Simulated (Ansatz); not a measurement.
# C2H6Si: a ladder of functionals and wavefunction methods

An exercise on one series of results from a longer session: the logs are not shown, and one member is left open.

Method: functionals in def2-TZVPP, the program's frozen cores in correlated methods; program: Ansatz 0.2.0, Gaussian basis.

Plan: LDA (SPW92), PBE-D4, revPBE-D4, BLYP-D4, r2SCAN-D4, B97M-V, PBE0-D4, B3LYP-D4, r2SCANh-D4, r2SCAN0-D4, HSE06-D4, BHLYP-D4, CAM-B3LYP-D4, LC-ωPBE, ωB97X-V, ωB97M-V, B2PLYP, PBE-QIDH; CCSD(T)/def2-SVP; CCSD(T)/def2-TZVPP; MP2/def2-QZVPP; extrapolation to the limit; RPA on PBE.

## The geometry

All runs share one geometry, relaxed beforehand with PBE0-D4 in a triple-zeta def2 set.

SMILES `C[Si]C`, 9 atoms, charge 0, spin multiplicity 1.

Atoms are counted from 1 here; the program's logs count them from 0.

Bond lengths: C1–Si2 1.896 Å, C1–H4 1.102 Å, C1–H5 1.091 Å, C1–H6 1.095 Å, Si2–C3 1.896 Å, C3–H7 1.095 Å, C3–H8 1.091 Å, C3–H9 1.102 Å. Angles: Si2–C1–H4 105.3°, Si2–C1–H5 113.7°, Si2–C1–H6 114.0°, H4–C1–H5 107.1°, H4–C1–H6 106.4°, H5–C1–H6 109.8°, C1–Si2–C3 97.8°, Si2–C3–H7 113.9°, Si2–C3–H8 113.7°, Si2–C3–H9 105.3°, H7–C3–H8 109.8°, H7–C3–H9 106.4°, H8–C3–H9 107.1°.

Set-up of the first run:

The input, in.yaml:

```yaml
crystal:
  periodic: [false, false, false]
  atoms:
    - {symbol: C, position_ang: [-0.527427, 1.047300, -0.805291]}
    - {symbol: Si, position_ang: [0.896772, -0.199698, -0.912831]}
    - {symbol: C, position_ang: [0.601929, -1.069429, 0.745965]}
    - {symbol: H, position_ang: [-1.430677, 0.480447, -1.082191]}
    - {symbol: H, position_ang: [-0.439686, 1.875014, -1.510957]}
    - {symbol: H, position_ang: [-0.703532, 1.436689, 0.202630]}
    - {symbol: H, position_ang: [-0.455598, -1.193021, 1.000959]}
    - {symbol: H, position_ang: [1.117940, -2.026568, 0.837276]}
    - {symbol: H, position_ang: [1.028780, -0.397035, 1.507139]}
basis:
  gaussian: {orbitals: def2-TZVPP}
hamiltonian: {xc: lda}
output: {orbitals: {seedname: orbitals}}
```

Steps of the session up to this table: LDA; PBE-D4 (GGA); revPBE-D4 (GGA); BLYP-D4 (GGA); r2SCAN-D4 (meta-GGA); B97M-V (meta-GGA); PBE0-D4 (hybrid); B3LYP-D4 (hybrid); r2SCANh-D4 (hybrid); r2SCAN0-D4 (hybrid); HSE06-D4 (hybrid); BHLYP-D4 (hybrid); CAM-B3LYP-D4 (range-separated); LC-ωPBE-D4 (range-separated; the results give it without D4); ωB97X-V (range-separated); ωB97M-V (range-separated); B2PLYP (double hybrid); PBE-QIDH (double hybrid).

One of the session's tables, all rows but one given; the rest of the session is left out.

It belongs to the step «Frontier levels by functional». 

```
  functional  HOMO (eV)  LUMO (eV)  gap (eV)
 LDA (SPW92)          ?          ?         ?
      PBE-D4      -4.91      -2.91      2.00
   revPBE-D4      -4.87      -2.84      2.04
     BLYP-D4      -4.80      -2.77      2.03
   r2SCAN-D4      -5.08      -2.75      2.33
      B97M-V      -5.14      -2.70      2.45
     PBE0-D4      -5.93      -2.04      3.89
    B3LYP-D4      -5.78      -2.24      3.54
  r2SCANh-D4      -5.47      -2.43      3.03
  r2SCAN0-D4      -6.04      -1.96      4.08
    HSE06-D4      -5.54      -2.42      3.11
    BHLYP-D4      -6.88      -1.09      5.78
CAM-B3LYP-D4      -7.22      -0.94      6.28
     LC-ωPBE      -8.48       0.18      8.66
     ωB97X-V      -8.17       0.07      8.25
     ωB97M-V      -8.02      -0.07      7.95
```

Q: Estimate the row for LDA (SPW92) from the others.

The run gave: HOMO (eV): -4.98; LUMO (eV): -3.07; gap (eV): 1.91. In the column «HOMO (eV)» it lies between r2SCAN-D4 (-5.08) and PBE-D4 (-4.91).
